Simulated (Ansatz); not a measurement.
Trigonal Se

The numbers are results of PBEsol+SOC in Ansatz (plane waves, PAW), not measurements.

Numerical settings: plane-wave cutoff 520 eV, 12×12×8 k mesh (along the axes of the cell as run), Fermi–Dirac smearing 0.01 eV, PAW data made under PBE.

Cell: measured lattice: a = b = 4.3660 Å, c = 4.9540 Å, α = β = 90.00°, γ = 120.00°.

For trigonal Se, the band gap is 0.95 eV (indirect) and the smallest direct gap on the k points sampled is 1.06 eV. The Γ–Γ gap is 2.19 eV.

Note: cell and atoms aren't relaxed at this level (largest force component 0.33 eV/Å, pressure 0.3 GPa).

Computed values are for the static lattice.

Ansatz is a quantum-chemistry and plane-wave program.
